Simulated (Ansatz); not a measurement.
# C2HFO: the cost of one run

Computed with Ansatz 0.2.0, driven from Python. Level of theory: r2SCAN/cc-pVDZ.

## (1) Starting point

Bond lengths: O1–C2 1.304 Å, C2–C3 1.204 Å, C3–F4 1.309 Å, O1–H5 1.039 Å. Angles: O1–C2–C3 178.6°, C2–O1–H5 108.1°, C2–C3–F4 174.3°.

The script holds or builds the structure itself.

## (2) The script

c2hfo_opt.py

```python
"""Relax the C2HFO molecule."""

import argparse
import itertools

import ansatz as az
from ase import Atoms
from ase.data import atomic_numbers, covalent_radii
import numpy as np
import pandas as pd

parser = argparse.ArgumentParser(description="Relax the C2HFO molecule.")
parser.add_argument("--basis-set", required=True, help="Gaussian basis set")
parser.add_argument("--functional", required=True, help="exchange-correlation functional")
args = parser.parse_args()

atoms = Atoms(["O", "C", "C", "F", "H"], positions=[
    [0.5797, 1.3345, 0.0937],
    [0.1714, 0.0961, 0.0997],
    [-0.1782, -1.0564, 0.1044],
    [-0.4333, -2.3404, 0.1319],
    [-0.0897, 1.8926, -0.4712],
])
mol = az.Crystal.molecule_from_ase(atoms)

setup = (
    mol.calculation()
    .basis(gaussian=args.basis_set)
    .functional(args.functional)
)
symbols = [site.symbol for site in mol.cartesian_sites]
start = np.array([site.position_ang for site in mol.cartesian_sites], dtype=float)
def progress(event):
    if event["event"] == "relax_step":
        row = event["data"]
        print(f"step {row['step']:3d}  E = {row['lagrangian_ev']:.6f} eV  largest force component {row['allowed_force_max_ev_ang']:.4f} eV/A")


summary = setup.relax(force_tolerance=0.005, max_steps=100).session().plan().execute(on_event=progress).report
end = np.array(summary["positions_ang"])

print("reference energy %16.6f eV" % summary["reference_energy_ev"])
print("total energy     %16.6f eV" % summary["free_energy_ev"])
print("occupied orbitals outside the frozen core (up, down):", summary["n_occupied"], " frozen:", summary["n_frozen"], " virtual:", summary["n_virtual"])

# pairs closer than 1.2 times the sum of covalent radii, before or after
radius = [covalent_radii[atomic_numbers[s]] for s in symbols]
span = lambda where, i, j: np.linalg.norm(where[i] - where[j])
bonded = [(i, j) for i, j in itertools.combinations(range(len(symbols)), 2) if min(span(start, i, j), span(end, i, j)) < 1.2 * (radius[i] + radius[j])]
print("pair        before    after (A)")
for i, j in bonded:
    print(f"{symbols[i]}{i}-{symbols[j]}{j}".ljust(10), f"{span(start, i, j):8.4f} {span(end, i, j):8.4f}")

charges = summary["charge_distribution"]
table = pd.DataFrame({"atom": symbols, "mulliken": charges["mulliken_charges_e"], "lowdin": charges["lowdin_charges_e"]})
print(table.round(3).to_string())
print("dipole (e A):", np.round(charges["dipole_moment_e_ang"], 4) + 0.0)
```

## (3) What the engine is handed

The engine receives this input:

```yaml
crystal:
  periodic: [false, false, false]
  atoms:
    - { symbol: O, position_ang: [0.5797, 1.3345, 0.0937] }
    - { symbol: C, position_ang: [0.1714, 0.0961, 0.0997] }
    - { symbol: C, position_ang: [-0.1782, -1.0564, 0.1044] }
    - { symbol: F, position_ang: [-0.4333, -2.3404, 0.1319] }
    - { symbol: H, position_ang: [-0.0897, 1.8926, -0.4712] }
basis:
  gaussian:
    orbitals: cc-pVDZ
hamiltonian:
  xc: r2scan
relax:
  f_tol: 0.005
  max_steps: 100
```

## (4) Launch

On the command line:

```bash
$ python c2hfo_opt.py --basis-set cc-pVDZ --functional r2scan
```

**Question.** How long does this script take on 1 thread of AMD EPYC 7B13 (Zen 3), shared host, and how much memory does it need?

About 36 s, with a peak of 0.25 GiB.
